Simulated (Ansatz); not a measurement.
Born–Oppenheimer molecular dynamics of BFH₄O (7 atoms, charge 0, multiplicity 1). It starts at the highest image of a converged band. Of that band: Neighbouring images differ by up to 1.7 eV, so the band resolves the path poorly. A vibrational analysis at the climbing image gives one clearly imaginary mode, 1372i cm⁻¹: a first-order saddle point.

The calculation used RKS PBE0/def2-SVP in Ansatz.

```json
{
  "ensemble": "NVE (velocity Verlet)",
  "time step": "0.5 fs",
  "steps asked": "200",
  "starting velocities drawn for": "300 K",
  "seed": "5849"
}
```

Frames 1 fs apart, positions in Å, forces in eV/Å.

Velocities at 0.0 fs (Å/ps):

```
B -6.73 -1.29 -2.61
H 32.00 11.45 23.30
H 13.13 8.21 -1.61
F 1.35 -0.01 -0.51
O -1.25 1.11 1.46
H 16.09 -12.50 -19.34
H 5.31 -10.73 12.01
```

```xyz
7
Properties=species:S:1:pos:R:3:forces:R:3 time_fs=0.0 energy_less_start_eV=0.000 T=300
B 0.031 -0.239 0.017 0.00 0.01 0.00
H -0.104 0.142 1.338 0.00 0.00 0.00
H 1.021 0.303 -0.409 -0.01 0.00 0.00
F -1.155 -0.070 -0.609 0.01 0.00 0.01
O 0.263 -1.732 0.396 -0.01 0.01 0.03
H -0.575 -2.197 0.262 0.01 0.00 -0.01
H 0.040 -0.894 1.289 0.00 -0.01 -0.02
7
Properties=species:S:1:pos:R:3:forces:R:3 time_fs=1.0 energy_less_start_eV=0.013 T=280
B 0.025 -0.240 0.015 0.69 0.22 0.18
H -0.072 0.153 1.361 -0.09 -0.22 -0.22
H 1.034 0.311 -0.411 -0.38 -0.19 0.10
F -1.153 -0.070 -0.609 -0.18 0.02 -0.02
O 0.262 -1.731 0.397 0.18 0.17 0.08
H -0.559 -2.209 0.242 -0.22 -0.11 -0.01
H 0.046 -0.905 1.301 0.00 0.11 -0.11
7
Properties=species:S:1:pos:R:3:forces:R:3 time_fs=2.0 energy_less_start_eV=0.045 T=231
B 0.018 -0.241 0.012 1.28 0.37 0.35
H -0.041 0.162 1.382 -0.18 -0.40 -0.38
H 1.043 0.317 -0.412 -0.64 -0.33 0.16
F -1.152 -0.070 -0.610 -0.37 0.06 -0.06
O 0.261 -1.730 0.399 0.22 0.24 0.10
H -0.546 -2.223 0.223 -0.30 -0.14 0.00
H 0.051 -0.914 1.312 -0.01 0.21 -0.17
7
Properties=species:S:1:pos:R:3:forces:R:3 time_fs=3.0 energy_less_start_eV=0.079 T=179
B 0.013 -0.242 0.010 1.69 0.41 0.51
H -0.012 0.167 1.399 -0.28 -0.53 -0.50
H 1.046 0.320 -0.411 -0.77 -0.38 0.17
F -1.151 -0.070 -0.610 -0.54 0.09 -0.08
O 0.260 -1.729 0.401 0.11 0.18 0.07
H -0.535 -2.238 0.203 -0.20 -0.06 0.05
H 0.056 -0.922 1.321 -0.01 0.29 -0.22
7
Properties=species:S:1:pos:R:3:forces:R:3 time_fs=4.0 energy_less_start_eV=0.104 T=140
B 0.010 -0.242 0.009 1.89 0.35 0.64
H 0.015 0.168 1.412 -0.37 -0.58 -0.55
H 1.042 0.320 -0.408 -0.74 -0.35 0.12
F -1.150 -0.070 -0.611 -0.67 0.11 -0.09
O 0.259 -1.727 0.402 -0.10 0.02 -0.03
H -0.525 -2.253 0.184 0.01 0.11 0.14
H 0.061 -0.927 1.328 -0.02 0.35 -0.23
7
Properties=species:S:1:pos:R:3:forces:R:3 time_fs=5.0 energy_less_start_eV=0.117 T=120
B 0.008 -0.242 0.007 1.86 0.19 0.75
H 0.038 0.162 1.419 -0.44 -0.56 -0.55
H 1.030 0.316 -0.405 -0.56 -0.25 0.03
F -1.150 -0.070 -0.612 -0.75 0.14 -0.08
O 0.258 -1.726 0.404 -0.27 -0.17 -0.15
H -0.516 -2.268 0.167 0.19 0.27 0.22
H 0.066 -0.928 1.333 -0.04 0.39 -0.22
7
Properties=species:S:1:pos:R:3:forces:R:3 time_fs=6.0 energy_less_start_eV=0.120 T=116
B 0.008 -0.242 0.007 1.61 -0.07 0.81
H 0.057 0.152 1.422 -0.49 -0.47 -0.50
H 1.014 0.310 -0.401 -0.24 -0.07 -0.09
F -1.150 -0.070 -0.612 -0.77 0.15 -0.03
O 0.257 -1.724 0.405 -0.31 -0.32 -0.27
H -0.505 -2.280 0.151 0.27 0.35 0.26
H 0.070 -0.926 1.336 -0.06 0.42 -0.19
7
Properties=species:S:1:pos:R:3:forces:R:3 time_fs=7.0 energy_less_start_eV=0.119 T=116
B 0.010 -0.242 0.007 1.18 -0.39 0.83
H 0.071 0.137 1.419 -0.52 -0.31 -0.40
H 0.995 0.303 -0.398 0.16 0.16 -0.24
F -1.150 -0.069 -0.613 -0.72 0.16 0.05
O 0.256 -1.723 0.407 -0.19 -0.37 -0.36
H -0.491 -2.288 0.138 0.19 0.32 0.24
H 0.074 -0.920 1.337 -0.09 0.42 -0.13
7
Properties=species:S:1:pos:R:3:forces:R:3 time_fs=8.0 energy_less_start_eV=0.122 T=112
B 0.012 -0.243 0.008 0.68 -0.73 0.78
H 0.081 0.119 1.413 -0.53 -0.07 -0.25
H 0.978 0.297 -0.397 0.56 0.39 -0.37
F -1.151 -0.069 -0.614 -0.63 0.16 0.15
O 0.254 -1.722 0.408 0.06 -0.33 -0.42
H -0.476 -2.294 0.127 -0.02 0.18 0.16
H 0.077 -0.910 1.336 -0.13 0.40 -0.05
7
Properties=species:S:1:pos:R:3:forces:R:3 time_fs=9.0 energy_less_start_eV=0.127 T=104
B 0.015 -0.244 0.010 0.26 -1.01 0.62
H 0.085 0.100 1.404 -0.51 0.23 -0.08
H 0.967 0.296 -0.400 0.82 0.54 -0.43
F -1.152 -0.069 -0.614 -0.49 0.16 0.27
O 0.253 -1.721 0.409 0.35 -0.25 -0.47
H -0.461 -2.298 0.118 -0.26 -0.01 0.05
H 0.079 -0.896 1.336 -0.17 0.34 0.04
7
Properties=species:S:1:pos:R:3:forces:R:3 time_fs=10.0 energy_less_start_eV=0.128 T=103
B 0.018 -0.246 0.012 0.04 -1.18 0.32
H 0.084 0.084 1.395 -0.48 0.57 0.11
H 0.962 0.299 -0.407 0.84 0.55 -0.38
F -1.153 -0.068 -0.615 -0.33 0.15 0.39
O 0.251 -1.721 0.409 0.55 -0.20 -0.53
H -0.449 -2.302 0.109 -0.42 -0.14 -0.05
H 0.079 -0.879 1.335 -0.20 0.24 0.14
7
Properties=species:S:1:pos:R:3:forces:R:3 time_fs=11.0 energy_less_start_eV=0.120 T=116
B 0.021 -0.248 0.015 0.02 -1.20 -0.10
H 0.079 0.073 1.386 -0.44 0.90 0.28
H 0.966 0.308 -0.417 0.62 0.42 -0.22
F -1.154 -0.067 -0.615 -0.15 0.14 0.52
O 0.251 -1.720 0.409 0.60 -0.25 -0.62
H -0.440 -2.307 0.100 -0.41 -0.14 -0.09
H 0.076 -0.859 1.336 -0.24 0.13 0.23
```

Of the whole run (100 fs, mean temperature of the second half 2625 K): The conserved energy stayed within 0.19 meV per atom of its start (net change -0.11 meV per atom), so the integration is sound. The system heated up, since it started high on the potential surface and ran downhill. A run of 0.1 ps of so small a system gives no equilibrium averages. The orbitals stay closed-shell, which can raise the energy where a bond breaks towards radicals; this wasn't checked here.

The run took 4 min on 1 thread of Arm Neoverse V2 (shared host), peak memory 0.07 GiB.
